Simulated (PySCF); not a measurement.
Molfile (atoms numbered from 1):
```
C5H13N
     RDKit          3D

 19 18  0  0  0  0  0  0  0  0999 V2000
    2.0787   -0.2169   -0.4249 C   0  0  0  0  0  0  0  0  0  0  0  0
    0.7562   -0.8907   -0.0790 C   0  0  0  0  0  0  0  0  0  0  0  0
   -0.3955    0.1002    0.1667 C   0  0  0  0  0  0  0  0  0  0  0  0
   -1.6680   -0.6953    0.5120 C   0  0  0  0  0  0  0  0  0  0  0  0
   -0.6602    0.9587   -1.0718 C   0  0  0  0  0  0  0  0  0  0  0  0
    0.0024    0.9940    1.2500 N   0  0  0  0  0  0  0  0  0  0  0  0
    2.8855   -0.9463   -0.4036 H   0  0  0  0  0  0  0  0  0  0  0  0
    2.2910    0.5660    0.2979 H   0  0  0  0  0  0  0  0  0  0  0  0
    2.0449    0.2226   -1.4179 H   0  0  0  0  0  0  0  0  0  0  0  0
    0.4691   -1.5747   -0.8801 H   0  0  0  0  0  0  0  0  0  0  0  0
    0.8896   -1.4844    0.8293 H   0  0  0  0  0  0  0  0  0  0  0  0
   -1.5050   -1.3143    1.3934 H   0  0  0  0  0  0  0  0  0  0  0  0
   -1.9505   -1.3427   -0.3142 H   0  0  0  0  0  0  0  0  0  0  0  0
   -2.4958   -0.0174    0.7159 H   0  0  0  0  0  0  0  0  0  0  0  0
    0.1784    1.6250   -1.2462 H   0  0  0  0  0  0  0  0  0  0  0  0
   -1.5527    1.5639   -0.9263 H   0  0  0  0  0  0  0  0  0  0  0  0
   -0.8078    0.3304   -1.9459 H   0  0  0  0  0  0  0  0  0  0  0  0
    0.1638    0.4649    2.1007 H   0  0  0  0  0  0  0  0  0  0  0  0
   -0.7340    1.6661    1.4367 H   0  0  0  0  0  0  0  0  0  0  0  0
  1  2  1  0
  2  3  1  0
  3  4  1  0
  3  5  1  0
  3  6  1  0
  1  7  1  0
  1  8  1  0
  1  9  1  0
  2 10  1  0
  2 11  1  0
  4 12  1  0
  4 13  1  0
  4 14  1  0
  5 15  1  0
  5 16  1  0
  5 17  1  0
  6 18  1  0
  6 19  1  0
M  END
```

Geometry: GFN2-xTB; GIAO shifts from PySCF 2.14.0 with density-fitted response routines, gas phase, non-relativistic, averaged over equivalent atoms.

At B97-2/pcSseg-1 (167 basis functions, 100 s wall time (70 s CPU) on 1 thread of an Intel Xeon, shared host):
```tsv
atoms	δ (ppm)
C3	50.7
C2	39.4
C4/C5	33.4
C1	10.8
N6	67.0
H10/H11	1.25
H7/H8/H9	1.22
H12/H13/H14/H15/H16/H17	1.09
H18/H19	0.38
```

δ = σ(ref) − σ, references computed at the same level: 13C (σref 186.19) and 1H (σref 31.82) vs TMS; NH3 for 15N (σref 265.03).

Question: Estimate the result of repeating the calculation with HCTH407/pcSseg-1.

Answer: 
```tsv
atoms	δ at HCTH407/pcSseg-1	change
C3	53.0	+2.3
C2	40.9	+1.5
C4/C5	33.3	-0.1
C1	11.1	+0.3
N6	72.0	+5.0
H10/H11	1.36	+0.11
H7/H8/H9	1.23	+0.01
H12/H13/H14/H15/H16/H17	1.09	+0.00
H18/H19	0.37	-0.01
```

δ = σ(ref) − σ, references computed at the same level: 13C (σ = 183.64 ppm), 1H (σ = 31.67 ppm) against TMS; 15N (σ = 266.17 ppm) against NH3.

The largest change is at N6 (amine nitrogen). Cost: 167 basis functions, 2.4 min wall time (92 s CPU) on 1 thread of an Intel Xeon, shared host. The order of the carbon signals is the same at both levels.

The carbons averaged at δ 33.4 differ by 11 ppm in this conformer. Experimental scales use liquid or dissolved standards, which lie at an offset from isolated NH3 (liquid NH3: subtract about 20 ppm).
